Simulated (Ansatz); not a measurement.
# C2H2F (SMILES C=[C]F): levels of theory compared

Wanted: a comparison of 6 runs (U-r2SCAN/STO-3G, UB3LYP/STO-3G, UHSE06/STO-3G, UPBE/STO-3G, UBCCD(T)/STO-3G, UCCSD(T)/STO-3G) of C2H2F. 

The calculation is run with Ansatz 0.2.0.

52 further runs of the same task are left out: 1 that didn't finish, 51 set aside as unsound or not needed.

### 1 The system as given

The species is C2H2F (5 atoms), meant as a doublet with charge 0. SMILES: `C=[C]F`. The C2–C1 distance was set to 3.273 Å, away from the relaxed value. At this shape a bond of the SMILES string is far longer than usual.

Bond lengths: C2–F3 1.302 Å, C1–H4 1.087 Å, C1–H5 1.080 Å. Angles: H4–C1–H5 119.4°.

### 2 The energy at U-r2SCAN/STO-3G (run 1)

The input, run.yaml:

```yaml
crystal:
  periodic: [false, false, false]
  atoms:
    - symbol: C
      position_ang: [2.109580, -1.091566, -0.649662]
    - symbol: C
      position_ang: [-0.592700, 0.393700, 0.447100]
    - symbol: F
      position_ang: [-1.725600, 0.629500, -0.148900]
    - symbol: H
      position_ang: [2.156080, -1.481566, -1.663462]
    - symbol: H
      position_ang: [2.966580, -1.197366, -0.000562]
basis:
  gaussian:
    orbitals: STO-3G
magnetization:
  spin_polarized: true
  initial_magnetization: 1
hamiltonian:
  xc: {name: r2SCAN}
accuracy: high
```

The run is started by

```bash
ansatz run run.yaml --threads 1 --pin off --max-ram 2610MiB --events-out events.jsonl --progress --plain --runs-dir runs
```

What it wrote:

```text
Warning: RAYON_NUM_THREADS=1 ignored (pool sized by the plan → 1); use --threads N
Functional definition: r2SCAN
  name "r2SCAN"
  parameter k0 = 0.174
  parameter k1 = 0.065
  parameter a1 = 4.9479
  exchange = r2scan_x(k0 = k0, k1 = k1, a1 = a1)
  correlation = r2scan_c
266 factors; integrals over basis functions are off by at most 3.4e-8 eV
mean field evaluation 1: about -4735.4909 eV, gradient 2.3e1 eV
mean field evaluation 2: about -4632.5705 eV, gradient 3.7e1 eV
mean field evaluation 4: about -4737.8287 eV, gradient 1.2e1 eV
mean field evaluation 8: about -4737.7615 eV, gradient 1.2e1 eV
mean field evaluation 16: about -4747.1846 eV, gradient 3.8e-5 eV
mean field evaluation 32: about -4746.5521 eV, gradient 1.2e-1 eV
mean field evaluation 64: about -4747.1846 eV, gradient 6.5e-5 eV
mean field evaluation 96: about -4747.1452 eV, gradient 1.9e-3 eV
mean field -4747.18455915 eV, -174.4558147914 hartree, gradient 2.1e-8 eV, S^2 1.726607; 5 other end points of the search recorded, 0 dependent functions left out
reference -4747.18455983 eV, -174.4558148166 hartree; 12, 11 occupied and 5, 6 virtual orbitals, 266 factors
Total energy: -4747.18455983 eV, -174.4558148166 hartree
```

Run time: 7.2 s. Hardware: 1 thread of AMD EPYC 9R45 (Zen 5), shared host; peak memory 0.22 GiB.

### 3 The energy at UB3LYP/STO-3G (run 2)

Changes to run.yaml since step 2:

```diff
@@ -14,9 +14,5 @@
 basis:
-  gaussian:
-    orbitals: STO-3G
-magnetization:
-  spin_polarized: true
-  initial_magnetization: 1
-hamiltonian:
-  xc: {name: r2SCAN}
+  gaussian: {orbitals: STO-3G}
+magnetization: {spin_polarized: true, initial_magnetization: 1}
+hamiltonian: {xc: {name: B3LYP}}
 accuracy: high
```

The run is started by

```bash
ansatz run run.yaml --threads 1 --pin off --max-ram 2610MiB --events-out events.jsonl --progress --plain --runs-dir runs
```

What it wrote:

```text
Warning: RAYON_NUM_THREADS=1 ignored (pool sized by the plan → 1); use --threads N
Functional definition: B3LYP
  name "B3LYP"
  parameter a0 = 0.2
  parameter ax = 0.72
  parameter ac = 0.81
  exchange = (1 - a0 - ax)*slater_x + ax*b88_x + a0*exact_x
  correlation = (1 - ac)*vwn_rpa_c + ac*lyp_c
266 factors; integrals over basis functions are off by at most 3.4e-8 eV
mean field evaluation 1: about -4738.2664 eV, gradient 1.6e1 eV
mean field evaluation 2: about -4635.8990 eV, gradient 3.4e1 eV
mean field evaluation 4: about -4739.3126 eV, gradient 1.2e1 eV
mean field evaluation 8: about -4740.2295 eV, gradient 1.3e1 eV
mean field evaluation 16: about -4748.5576 eV, gradient 1.8e-4 eV
mean field evaluation 32: about -4748.0948 eV, gradient 1.8e-1 eV
mean field -4748.55760446 eV, -174.5062732759 hartree, gradient 4.8e-8 eV, S^2 1.720847; 4 other end points of the search recorded, 0 dependent functions left out
reference -4748.55763063 eV, -174.5062742377 hartree; 12, 11 occupied and 5, 6 virtual orbitals, 266 factors
Total energy: -4748.55763063 eV, -174.5062742377 hartree
```

Wall time 1.9 s (1 thread of AMD EPYC 9R45 (Zen 5), shared host).

Run 3 isn't shown in full; the table further down has it.

### 4 A single-point energy at UPBE/STO-3G (run 4)

The input, input.yaml:

```yaml
crystal:
  periodic: [false, false, false]
  atoms:
    - {symbol: C, position_ang: [2.109580, -1.091566, -0.649662]}
    - {symbol: C, position_ang: [-0.592700, 0.393700, 0.447100]}
    - {symbol: F, position_ang: [-1.725600, 0.629500, -0.148900]}
    - {symbol: H, position_ang: [2.156080, -1.481566, -1.663462]}
    - {symbol: H, position_ang: [2.966580, -1.197366, -0.000562]}
basis:
  gaussian:
    orbitals: STO-3G
hamiltonian:
  xc: pbe
magnetization:
  spin_polarized: true
  initial_magnetization: 1
accuracy: high
```

The run is started by

```bash
ansatz run input.yaml --threads 1 --pin off --max-ram 2610MiB --events-out events.jsonl --progress --plain --runs-dir runs
```

What it wrote:

```text
Warning: RAYON_NUM_THREADS=1 ignored (pool sized by the plan → 1); use --threads N
Functional definition: PBE
  name "PBE"
  parameter kappa = 0.804
  parameter beta = 0.06672455060314922
  exchange = pbe_x(kappa = kappa, mu = beta*pi^2/3)
  correlation = pbe_c(beta = beta)
266 factors; integrals over basis functions are off by at most 3.4e-8 eV
mean field evaluation 1: about -4730.0823 eV, gradient 3.0e1 eV
mean field evaluation 2: about -4538.9684 eV, gradient 3.6e1 eV
mean field evaluation 4: about -4691.9153 eV, gradient 3.1e1 eV
mean field evaluation 8: about -4742.6853 eV, gradient 4.2e0 eV
mean field evaluation 16: about -4743.1095 eV, gradient 2.2e-8 eV
mean field evaluation 32: about -4741.9466 eV, gradient 3.4e0 eV
mean field evaluation 64: about -4743.0381 eV, gradient 6.6e-1 eV
mean field -4743.10953421 eV, -174.3060603870 hartree, gradient 5.2e-8 eV, S^2 1.668743; 5 other end points of the search recorded, 0 dependent functions left out
reference -4743.10953593 eV, -174.3060604505 hartree; 12, 11 occupied and 5, 6 virtual orbitals, 266 factors
Total energy: -4743.10953593 eV, -174.3060604505 hartree
```

It took 1.1 s on 1 thread of AMD EPYC 9R45 (Zen 5), shared host.

Run 5 isn't shown in full; the table further down has it.

### 5 The energy at UCCSD(T)/STO-3G (run 6)

The input, in.yaml:

```yaml
basis:
  gaussian: {orbitals: STO-3G}
crystal:
  periodic: [false, false, false]
  atoms:
    - symbol: C
      position_ang: [2.109580, -1.091566, -0.649662]
    - symbol: C
      position_ang: [-0.592700, 0.393700, 0.447100]
    - symbol: F
      position_ang: [-1.725600, 0.629500, -0.148900]
    - symbol: H
      position_ang: [2.156080, -1.481566, -1.663462]
    - symbol: H
      position_ang: [2.966580, -1.197366, -0.000562]
magnetization: {spin_polarized: true, initial_magnetization: 1}
correlation: {method: ccsd_t, frozen_orbitals: {C: 1, F: 1, H: 0}}
accuracy: high
scf: {omitted_lower_state_checks: [cluster_reference, increment]}
```

The run is started by

```bash
ansatz run in.yaml --threads 1 --pin off --max-ram 2610MiB --events-out events.jsonl --progress --plain --runs-dir runs
```

What it wrote:

```text
Warning: RAYON_NUM_THREADS=1 ignored (pool sized by the plan → 1); use --threads N
[... 17 lines left out ...]
3 core orbitals not correlated: weight in the atoms' cores, before any rotation towards them, 1.000 or more for the frozen orbitals, at most 0.000 for the correlated occupied ones
[... 51 lines left out ...]
Total energy: -4730.84181874 eV, -173.8552301588 hartree
Checks for a lower state left out: cluster_reference, increment
```

Wall time 0.28 s (1 thread of AMD EPYC 9R45 (Zen 5), shared host).

### 6 The series

```csv
run,level,frozen core orbitals,energy (Eh),⟨S²⟩,wall time
1,U-r2SCAN/STO-3G,–,-174.455815,1.727,7.2 s
2,UB3LYP/STO-3G,–,-174.506274,1.721,1.9 s
3,UHSE06/STO-3G,–,-174.334164,1.733,2.3 s
4,UPBE/STO-3G,–,-174.306060,1.669,1.1 s
5,UBCCD(T)/STO-3G,3,-173.855269,1.764,0.34 s
6,UCCSD(T)/STO-3G,3,-173.855230,1.764,0.28 s
```

### 7 Results

| quantity | value |
| --- | --- |
| run 6: total energy | -173.85523 Eh |
| run 6: correlation energy (3 core orbitals frozen) | -115.0 mEh |
| run 6: (T) correction | -6.04 mEh |
| run 6: ⟨S²⟩ of the reference determinant | 1.764 |
| run 6: T1 diagnostic | 0.020 |

Totals of different functionals can't be ranked against each other. In runs 1, 2, 3, 4, 5, 6 the basis is minimal, so the values are rough. Spin contamination of the reference: run 5 ⟨S²⟩ = 1.76, run 6 ⟨S²⟩ = 1.76, run 3 ⟨S²⟩ = 1.73, run 1 ⟨S²⟩ = 1.73, run 2 ⟨S²⟩ = 1.72, run 4 ⟨S²⟩ = 1.67. Where it is this large, the reference is a mixture of spin states, and values that rest on it are in doubt. All runs together took 13 s, the longest 7.2 s.
